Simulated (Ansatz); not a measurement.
# Si₂BH₅ (SMILES B[SiH]=[SiH2]): one structure at several levels

An exercise on one series of results from a longer session: the logs are not shown, and one member is left open.

The runs use Ansatz 0.2.0, Gaussian basis; single points in def2-TZVPP.

Correlated methods freeze the cores.

### Where the work starts

SMILES `B[SiH]=[SiH2]`, 8 atoms, charge 0, spin multiplicity 1.

Atoms are counted from 1 here; the program's logs count them from 0.

Bond lengths: B1–Si2 1.861 Å, B1–H4 1.153 Å, B1–H5 1.314 Å, Si2–Si3 2.221 Å, Si2–H6 1.505 Å, Si3–H7 1.533 Å, Si3–H8 1.391 Å. Angles: Si2–B1–H4 123.4°, Si2–B1–H5 119.3°, H4–B1–H5 117.0°, B1–Si2–Si3 128.4°, B1–Si2–H6 125.6°, Si3–Si2–H6 106.0°, Si2–Si3–H7 130.7°, Si2–Si3–H8 122.1°, H7–Si3–H8 107.2°.

Geometry (Å):

```xyz
8

B    -1.2916    0.9851   -0.9522
Si    0.1812    0.6262    0.1273
Si    1.0280   -1.3468    0.6941
H    -1.9864    0.1661   -1.3712
H    -1.6473    2.2327   -1.1595
H     1.0402    1.6565    0.8087
H     2.2206   -1.7016    1.5891
H     0.4489   -2.5447    0.2880
```

The first run:

File run/in.yaml:

```yaml
crystal:
  periodic: [false, false, false]
  atoms:
    - {symbol: B, position_ang: [-1.291600, 0.985100, -0.952200]}
    - {symbol: Si, position_ang: [0.181200, 0.626200, 0.127300]}
    - {symbol: Si, position_ang: [1.028000, -1.346800, 0.694100]}
    - {symbol: H, position_ang: [-1.986400, 0.166100, -1.371200]}
    - {symbol: H, position_ang: [-1.647300, 2.232700, -1.159500]}
    - {symbol: H, position_ang: [1.040200, 1.656500, 0.808700]}
    - {symbol: H, position_ang: [2.220600, -1.701600, 1.589100]}
    - {symbol: H, position_ang: [0.448900, -2.544700, 0.288000]}
basis:
  gaussian: {orbitals: def2-TZVPP}
correlation: {method: ccsd_t}
output: {forces: true}
```

No record of the launch command was kept for these runs.

Among the steps run: CCSD(T)/def2-TZVPP; PBE0-D4/def2-TZVPP; wB97M-V/def2-TZVPP; r2SCAN-D4/def2-TZVPP; PBE-D4/def2-TZVPP; wB97X-V/def2-TZVPP; LC-wPBE/def2-TZVPP.

One of the session's tables, all rows but one given; the rest of the session is left out.

```
   method  RMS force component (eV/Å)  angle to CCSD(T) forces (°)  dipole (D)
  CCSD(T)                       1.147                    reference        1.55
  PBE0-D4                       1.132                          5.1        1.74
  wB97M-V                       1.160                          6.8        1.72
r2SCAN-D4                       1.107                          4.2        1.73
   PBE-D4                       1.074                          8.4        1.81
  wB97X-V                       1.214                          8.2        1.68
  LC-wPBE                           ?                            ?           ?
```

**Question.** Estimate the row for LC-wPBE.

The run gave: RMS force component (eV/Å): 1.228; angle to CCSD(T) forces (°): 10.5; dipole (D): 1.68. In the column «RMS force component (eV/Å)» it is the highest.
